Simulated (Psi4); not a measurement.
Dimer: CH4 (SMILES C) (first 5 atoms) with HF (SMILES F); geometry from A24 set.
(charge 0, multiplicity 1):
```xyz
7

C      0.0000     0.0000     1.7707
H      0.5159    -0.8936     1.4203
H      0.0000     0.0000     2.8581
H      0.5159     0.8936     1.4203
H     -1.0319     0.0000     1.4203
H      0.0000     0.0000    -0.5488
F      0.0000     0.0000    -1.4680
```

All values below come from SAPT0/jun-cc-pV(D+d)Z (Psi4 1.11).

Question: Give the four SAPT terms and the total, and say what mostly holds the pair together.

Answer: electrostatics -1.09, exchange 2.20, induction -1.06, dispersion -0.84, total -0.80 kcal/mol; the largest attraction is electrostatics.
